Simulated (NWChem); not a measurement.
# Total energies of chlorine (Cl$_{2}$)

SMILES: ClCl
```xyz
2

Cl     0.0000     0.0000     1.0128
Cl     0.0000     0.0000    -1.0128
```
Charge 0, spin multiplicity 1.

The numbers come from NWChem runs, not from measurements. All single points use one geometry, from PBE0/def2-SVP, a minimum by its harmonic frequencies.

Basis set: STO-3G (18 functions).

```tsv
method	total energy (Ha)
RHF	-909.11435
MP2	-909.13398
B2PLYP	-910.00939
PBE	-909.92661
B3LYP	-910.32221
PBE0	-910.06733
CCSD(T)	-909.14406
```

Total energies of different functionals aren't comparable as a measure of quality: only differences taken within one method are. 

The correlated methods keep 10 core orbitals frozen. B3LYP has NWChem's definition, with VWN1-RPA local correlation. Coupled-cluster values serve here as a point of comparison, not as the truth.
